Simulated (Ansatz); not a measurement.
Input for Ansatz (development build ahead of 0.2.0):

```yaml
crystal:
  periodic: [false, false, false]
  atoms:
    - { symbol: B, position_ang: [0.00917, 0.00398, 0.88117] }
    - { symbol: B, position_ang: [-0.00428, -0.00894, -0.88217] }
    - { symbol: H, position_ang: [0.98501, 0.00543, 0.00086] }
    - { symbol: H, position_ang: [-0.99983, -0.00429, -0.00631] }
    - { symbol: H, position_ang: [0.00147, 1.05207, 1.47657] }
    - { symbol: H, position_ang: [0.00641, -1.05097, 1.45904] }
    - { symbol: H, position_ang: [0.00168, 1.05447, -1.45729] }
    - { symbol: H, position_ang: [0.00916, -1.05179, -1.4627] }
basis:
  gaussian: { orbitals: cc-pVDZ }
hamiltonian:
  xc: hf
```

The input is written out in the form of the current development build from the run's settings.

Output:

```yaml
Converged: yes
Total_energy: -52.81535 hartree
Spin_squared_of_the_determinant: 0.000
```
